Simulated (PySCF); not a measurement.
Compound: C₆H₉ (charge +1).
Cartesian coordinates in Å at the PBE0-D3(BJ)/def2-SVP level; atoms count from 1:
```xyz
15
C6H9 angstrom
C      2.9666   -1.2299   -1.0150
C      1.8781   -0.7723   -0.7039
C      0.6503   -0.2304   -0.3427
C      0.6124    1.0796    0.3058
C     -0.5772   -0.9934   -0.6196
C     -1.9058   -0.3941   -0.2148
H      3.9292   -1.6388   -1.2919
H      0.1096    0.9596    1.2865
H      1.5927    1.5508    0.4286
H     -0.0804    1.7346   -0.2569
H     -0.4124   -1.9990   -0.1747
H     -0.5366   -1.2387   -1.7036
H     -1.9691   -0.2240    0.8701
H     -2.7152   -1.0848   -0.4854
H     -2.1031    0.5584   -0.7286
```

Method used: core-valence-separated Tamm–Dancoff BHandHLYP/aug-pcX-1 (pcseg-1 on H) in PySCF, non-relativistic, gas phase, PBE0-D3(BJ)/def2-SVP geometry. BHandHLYP without relativity tends to put these K edges a few eV too low, so spacings mean more than positions.

The lowest roots of each edge with f over 0.003 (five at most, numbered afresh; weaker and dark ones are left out), with transition dipoles (au) in the frame of the coordinates:

```
root  edge  E (eV)       f      μx       μy      μz
   1     C  281.17  0.0624  0.0069  -0.0415  0.0854
   2     C  281.31  0.0902  0.0081  -0.0500  0.1026
   3     C  281.95  0.0032  0.0014  -0.0094  0.0192
   4     C  283.68  0.0647  0.0437   0.0786  0.0348
   5     C  284.67  0.0584  0.0416   0.0746  0.0329
```

Problem. Molecules are fixed in this frame and the field points along z. What effective strengths 3 f cos²θ do the roots have (θ between field and μ)?

Solution. root 1 (C1): 0.151, root 2 (C3): 0.218, root 3 (C5): 0.008, root 4 (C2): 0.025, root 5 (C1): 0.023. Root 2 is the strongest. Averaged over all orientations cos²θ is 1/3, which gives f back.

Cost: about 30 s of CPU time on one thread; the machine was shared, so the figure is rough.

One conformer stands for the species.
